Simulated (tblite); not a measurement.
Species: C₅H₇ (doublet state).
Geometry (GFN2-xTB, Å), atoms numbered from 1 in this order:
```
atom  x, y, z in Å
C1     2.419    0.124   -0.825
C2     1.425   -0.462   -0.507
C3     0.181   -1.089   -0.073
C4    -0.557   -0.136    0.798
C5    -1.468    0.870    0.215
H6     3.299    0.613   -1.119
H7    -0.410   -1.345   -0.958
H8     0.429   -2.008    0.468
H9    -0.207    0.002    1.808
H10   -2.151    1.262    0.968
H11   -2.045    0.444   -0.606
H12   -0.913    1.724   -0.196
```

All values are computed: GFN2-xTB (tblite) harmonic vibrations without scaling, gas phase. The method is semi-empirical: single wavenumbers can be off by several per cent or more. One conformer, not necessarily the lowest. Open shells enter through the occupations alone, without spin polarisation, and single modes of such species can be off by tens of per cent.

Harmonic wavenumbers (cm⁻¹): 45.9, 75.1, 169.5, 280.2, 358.0, 415.3, 494.4, 634.7, 649.8, 890.9, 929.0, 970.5, 993.1, 1085.0, 1171.9, 1193.3, 1252.7, 1335.1, 1395.3, 1431.6, 1470.8, 1474.7, 2276.1, 2867.2, 2926.5, 2937.6, 2991.5, 3014.4, 3104.1, 3390.0.

A = 11703, B = 3010, C = 2642 MHz; mass 67.055 u (most abundant isotopes); point group C1, symmetry number 1; spin multiplicity 2.

Question: Zero-point energy?

Answer: Half the sum of the wavenumbers: 21112 cm⁻¹ = 60.36 kcal/mol.

Question: Give the ideal-gas entropy at 500 K and 1 bar in the rigid-rotor, harmonic-oscillator model (classical rotation).

Answer: Translation 41.12, rotation 27.19, vibration 28.42, spin (R ln 2) 1.38: S = 98.1 cal/(mol K).

Question: And Cp and H(500 K) − H(0)?

Answer: Cp = 34.97 cal/(mol K), of which vibrations give 27.02 (their classical limit is 30 R = 59.6); H(500 K) − H(0) = 11.04 kcal/mol without the zero-point energy, 7.06 from vibrations.

Question: Blend soft modes into free rotors: weight 1/[1 + (100 cm⁻¹/ν̃)⁴] for the oscillator and the rest for a rotor with moment μB/(μ + B), μ = h/(8π²ν), B = 10⁻⁴⁴ kg m². What vibrational entropy results?

Answer: 25.52 cal/(mol K) in place of 28.42, which changes −T·S at 500 K by +1.45 kcal/mol.

Question: What must be added to the electronic energy to get the Gibbs energy at 500 K and 1 bar?

Answer: ZPE + [H(500 K) − H(0)] − T·S = 60.36 + 11.04 − 49.06 = 22.34 kcal/mol.

Question: Which modes carry the vibrational entropy at 500 K?

Answer: 45.9 cm⁻¹: 6.01; 75.1 cm⁻¹: 5.04; 169.5 cm⁻¹: 3.43; 280.2 cm⁻¹: 2.47; 358.0 cm⁻¹: 2.01; 415.3 cm⁻¹: 1.75 cal/(mol K); the other 24 give 7.71 together.

Question: How do the functions run with temperature in this model?

Answer: 
```tsv
T (K)	S (cal/(mol K))	Cp (cal/(mol K))	H − H(0) (kcal/mol)	G − H(0) (kcal/mol)	ln q(vib)
100	62.6	14.1	1.12	-5.15	1.26
200	74.0	19.4	2.79	-12.01	2.82
300	82.9	24.9	5.01	-19.87	4.31
800	117.0	45.2	23.18	-70.38	11.32
1000	127.6	49.9	32.72	-94.85	13.89
```

q(vib) and H(0) count from the zero-point level.

Hindered rotation and anharmonicity are outside this model. Other conformers, if any are populated, would add a mixing term that is left out. The structure is chiral; the term R ln 2 for an equal mix with its mirror image is left out.
